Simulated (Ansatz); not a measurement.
# AlH₂ (quartet): wave-function methods side by side, aug-cc-pVTZ

One table from this session's results is given with a row withheld; the runs are named, their logs left out.

Program: Ansatz 0.2.0, Gaussian basis. Level of theory: aug-cc-pVTZ, core rule «outside noble gas», up to 5 orbitals frozen. These are calculated values, not measurements.

To be run: UHF; CCSD(T) on ROHF; CCSD(T) on UHF; BCCD(T) on ROHF; CCSDT(Q) on ROHF; CCSDT(Q) on UHF; CASSCF and NEVPT2, 5 electrons in 6 orbitals.

24 further runs of the same task are left out: 5 for a known fault of the program, 7 that didn't finish, 12 set aside as unsound or not needed.

**The system**

The geometry is a PBE0/def2-TZVP stationary point (not a proven minimum) of the parent state, kept for this charge and spin.

3 atoms, charge 0, spin multiplicity 4.

Atoms are counted from 1 here; the program's logs count them from 0.

Bond lengths: Al1–H2 1.722 Å, Al1–H3 1.722 Å. Angles: H2–Al1–H3 63.0°.

As a file:

```
Al    0.0000    0.0000   -0.1021
H     0.0000    0.8996    1.3665
H     0.0000   -0.8996    1.3665
```

The first run:

Contents of in.yaml:

```yaml
crystal:
  periodic: [false, false, false]
  atoms:
    - {symbol: Al, position_ang: [0.000000, 0.000000, -0.102095]}
    - {symbol: H, position_ang: [0.000000, 0.899579, 1.366496]}
    - {symbol: H, position_ang: [0.000000, -0.899579, 1.366496]}
basis:
  gaussian: {orbitals: aug-cc-pVTZ}
magnetization: {spin_polarized: true, initial_magnetization: 3}
hamiltonian: {xc: hf}
output: {orbitals: {seedname: orbitals}}
```

The run is started by

```bash
> ansatz run in.yaml --threads 1 --pin off --events-out ev --progress --plain --max-ram 2393MiB
```

Among the steps run: UHF; CCSD(T) on ROHF; CCSD(T) on UHF; BCCD(T) on ROHF; CCSDT(Q) on ROHF; CCSDT(Q) on UHF; CASSCF and NEVPT2, 5 electrons in 6 orbitals.

One of the session's tables, all rows but one given; the rest of the session is left out.

```
        method  from UCCSDT(Q) (kcal/mol)
          ROHF                     +52.83
           UHF                     +48.61
          RMP2                     +12.96
          UMP2                     +13.88
         RCCSD                      +2.31
         UCCSD                      +2.16
      RCCSD(T)                      +0.60
      UCCSD(T)                      +0.57
       BCCD(T)                      +0.61
        RCCSDT                      +0.09
        UCCSDT                      +0.05
     RCCSDT(Q)                          ?
     UCCSDT(Q)                          0
CASSCF valence                     +33.17
NEVPT2 valence                     +10.14
```

**Question.** Estimate the row for RCCSDT(Q).

The run gave: from UCCSDT(Q) (kcal/mol): +0.04. In the column «from UCCSDT(Q) (kcal/mol)» it lies between UCCSDT(Q) (0) and UCCSDT (+0.05).

Limits of these values: Restricted and unrestricted rows rest on different reference determinants; where their highest levels disagree by more than a few hundredths of an eV, they describe different states and don't form one ladder.
